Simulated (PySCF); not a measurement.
System: C4H9, charge -1, multiplicity 1. It need not be the lowest isomer of its formula. Whether it binds its extra electron was not tested at this geometry. 
Geometry from a B3LYP-D3(BJ)/def2-TZVP (Ansatz) optimisation:
SMILES: C[CH-]CC
```xyz
13

C      0.7240     1.7924    -0.0303
C      0.7603     0.2805    -0.0474
C     -0.6336    -0.2832    -0.0135
C     -0.6760    -1.8138    -0.0219
H      1.7284     2.2279     0.0603
H     -1.7014    -2.2086     0.0192
H      0.1094     2.2646     0.7962
H      0.2929     2.2042    -0.9577
H     -0.1328    -2.2127     0.8423
H     -0.1775    -2.1966    -0.9176
H      1.2973    -0.0678     0.8547
H     -1.2016     0.0790    -0.8868
H     -1.2633     0.0545     0.8680
```
Charge -1, spin multiplicity 1.

Dispersion corrections to the total energy (kcal/mol) from the dftd3 and dftd4 libraries through PySCF: D3(BJ) without and D4 with the three-body term, each with the damping fitted for the functional named.

```csv
functional,D3(BJ),D4
revPBE,-13.50,?
PBE0,-4.27,?
B2PLYP,-3.74,-3.91
B3LYP,-8.47,-8.86
TPSSh,?,-6.90
CAM-B3LYP,-3.62,-4.60
LC-wPBE,-4.47,-6.13
```

Q: Fill in the missing entries.

A: 
- revPBE, D4: -20.52
- PBE0, D4: -4.67
- TPSSh, D3(BJ): -5.69
